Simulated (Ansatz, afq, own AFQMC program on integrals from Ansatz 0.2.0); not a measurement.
**Atomization energy of TaCl, septet**

```yaml
atoms:
  - { symbol: Ta, position_ang: [0.0000, 0.0000, 0.0000] }
  - { symbol: Cl, position_ang: [0.0000, 0.0000, 2.8752] }
```

Atoms in their ground-state spins without spin–orbit coupling (mostly on UHF) minus the molecule (UHF), without zero-point energy. The geometry is a stationary point, not shown to be a minimum.

Basis def2-TZVP with its core potentials. Only valence electrons are correlated. AFQMC by an in-house program on the Cholesky factors that Ansatz 0.2.0 writes for its CCSD(T) run. The CISD trial takes its coefficients from CCSD amplitudes. Released means that phaseless walkers are propagated on without the constraint, phases kept. Error bars are statistical, one sigma. No spin–orbit coupling. The metal's outer-core s and p shells are frozen, which shifts wave-function levels against functionals. The errors of all members are added in quadrature.

No full CI on the walks' own integrals is used here; CCSDT(Q) serves as the reference and is uncertain by about the last step of the cluster series. Each member takes its own surest rung, up to full CI.

Errors are counted within def2-TZVP, not against nature.

Cautions: no spin-orbit coupling; outer-core shells of the metal frozen; TaCl (septet): lower spins were not checked, higher spins were not checked, its ph-AFQMC/CISD value lies 38 ± 3 meV above CCSDT(Q); Ta (quartet): released walk and highest rung disagree, its ph-AFQMC/CISD value lies 41.2 ± 1.5 meV above full CI.

```json
{"level": "HF", "atomization energy (kJ/mol)": "-37.2"}
{"level": "CCSD", "atomization energy (kJ/mol)": "-80.2"}
```

Q: From these cheaper values, estimate the atomization energy at the reference level in def2-TZVP.

A: -87.4 kJ/mol (CCSDT(Q) in def2-TZVP).

```csv
level,atomization energy (kJ/mol),error against CCSDT(Q) (kJ/mol)
MP2,-62.1,25.2
CCSD(T),-84.4,3.0
CCSDT,-87.0,0.4
ph-AFQMC/HF,-81.6 ± 2.9,5.7 ± 2.9
ph-AFQMC/CISD,-86.3 ± 0.4,1.1 ± 0.4
released AFQMC,-85.5 ± 0.8,1.8 ± 0.8
```

Correlation beyond CCSD(T) takes off 3.0 kJ/mol. The perturbative (T) step is worth −4.2 kJ/mol.

A walk keeps the symmetry of its determinant, which the program's search chose and which needn't be the lowest solution, so a lower state of the same spin and another symmetry isn't excluded. Released energies are given only where the last usable release times agree within the noise; a slower fall can still hide under it.
